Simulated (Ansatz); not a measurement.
Input for Ansatz (development build ahead of 0.2.0):

```yaml
crystal:
  periodic: [false, false, false]
  atoms:
    - { symbol: P, position_ang: [0.0, 0.0, 0.0] }
    - { symbol: P, position_ang: [0.0, 2.6854, 1.5504] }
    - { symbol: P, position_ang: [0.0, -2.6854, 1.5504] }
basis:
  gaussian: { orbitals: pcseg-2 }
magnetization:
  spin_polarized: true
  initial_magnetization: 1
hamiltonian:
  xc: pbe0
```

The input is written out in the form of the current development build from the run's settings.

Output:

| Quantity | Value |
| --- | --- |
| Converged | yes |
| Total energy | -1023.44779 hartree |
| Spin squared of the determinant | 3.435 |
| Stability test | minimum |

Caution: the unrestricted determinant is a mixture of spin states.
